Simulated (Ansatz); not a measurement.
# S₂F (doublet): wave-function methods side by side, def2-QZVPP

An exercise on one series of results from a longer session: the logs are not shown, and one member is left open.

Program: Ansatz 0.2.0, Gaussian basis. Level of theory: def2-QZVPP, core rule «outside noble gas», up to 11 orbitals frozen. These are calculated values, not measurements.

The runs, in order: UHF; ROHF; CCSD(T) on UHF.

2 further runs of the same task are left out: 2 set aside as unsound or not needed.

### What is computed

The geometry is a PBE0/def2-TZVP stationary point (not a proven minimum).

3 atoms, charge 0, spin multiplicity 2.

Atoms are counted from 1 here; the program's logs count them from 0.

Bond lengths: F1–S2 1.625 Å, S2–S3 1.883 Å. Angles: F1–S2–S3 108.7°.

Set-up of the first run:

File in.yaml:

```yaml
crystal:
  periodic: [false, false, false]
  atoms:
    - {symbol: F, position_ang: [0.000000, -0.602011, 1.524080]}
    - {symbol: S, position_ang: [0.000000, 0.574572, 0.402582]}
    - {symbol: S, position_ang: [0.000000, -0.217883, -1.305595]}
basis:
  gaussian: {orbitals: "def2-QZVPP.json"}
magnetization: {spin_polarized: true, initial_magnetization: 1}
hamiltonian: {xc: hf}
output: {orbitals: {seedname: orbitals}}
```

Command:

```
ansatz run in.yaml --threads 1 --pin off --events-out ev --progress --plain --max-ram 2393MiB
```

Steps of the session up to this table: UHF; ROHF; CCSD(T) on UHF.

One table of the session follows, with a row left open; its other results are not shown here.

It belongs to the step «Misses and costs». 

| method | from UCCSD(T) (kJ/mol) |
| --- | --- |
| ROHF | ? |
| UHF | +1808.2 |
| UMP2 | +142.3 |
| UCCSD | +87.1 |
| UCCSD(T) | 0 |

Estimate the missing values for ROHF.

As computed: from UCCSD(T) (kJ/mol): +1829.7. In the column «from UCCSD(T) (kJ/mol)» it is the highest.
